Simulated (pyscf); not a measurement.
HO–ZnH + H₂ -> ZnH₂ + H₂O (four-centre exchange; singlet surface; O–Zn, H–H broken, H–Zn, H–O formed). Structures and frequencies: ωB97X-D3(BJ)/def2-SVP in PySCF. Energies in kcal/mol from the separated reactants.

| level | barrier | reaction energy |
|---|---|---|
| r²SCAN/def2-TZVP | 21.6 | +9.2 |
| B3LYP-D3(BJ)/def2-TZVP | 24.0 | +8.0 |
| PBE0-D3(BJ)/def2-TZVP | 20.9 | +6.3 |
| M06-2X/def2-TZVP | 22.6 | +9.8 |
| ωB97M-D3(BJ)/def2-TZVP | 23.5 | +6.3 |
| HF/def2-TZVP | 30.9 | +3.6 |

The functionals in the table span 3.1 kcal/mol in this barrier, from PBE0-D3(BJ) to B3LYP-D3(BJ). On the product side the descent ends in an adduct with a O–Zn contact, 9.0 kcal/mol under the separated species and 24.9 kcal/mol under the saddle at ωB97X-D3(BJ)/def2-TZVP. What is counted as broken (O–Zn) persists as a longer contact in the product adduct; parting that adduct is a step of its own. At the saddle there is also a short H–Zn contact that neither side keeps. One saddle was located; it need not be the lowest between these sides. Elements up to Kr have no core potential and no relativistic terms here.
